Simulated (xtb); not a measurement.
C2H6O, SMILES COC. All values are semi-empirical tight-binding results from xtb (GFN2-xTB unless named), good for trends rather than for accurate numbers. Geometry optimised at GFN2-xTB.

```json
{
 "point_group_as_xtb_finds_it": "C2v",
 "orbital_gap": "12.32 eV",
 "dipole_moment": "1.58 D",
 "zero_point_energy": "48.5 kcal/mol",
 "G − E(el) at 298.15 K (modified RRHO)": "33.0 kcal/mol",
 "static polarisability (D4 model)": "33.6 bohr³",
 "solvation energy, GFN2-xTB/ALPB(water)": "-1.2 kcal/mol",
 "solvation energy, GFN2-xTB/ALPB(methanol)": "-3.0 kcal/mol"
}
```

Computed IR lines (harmonic; lines under 4 % of the strongest left out, lines within 3 cm⁻¹ merged):
ν (cm⁻¹): 248 (w), 959 (m), 1078 (w), 1130 (s), 1152 (w), 1227 (w), 1473 (w), 1488 (w), 2888 (vs), 2910 (m), 2917 (s), 3032 (m) (against the strongest line: vs over 80 %, s over 45 %, m over 15 %, w over 4 %, vw less)
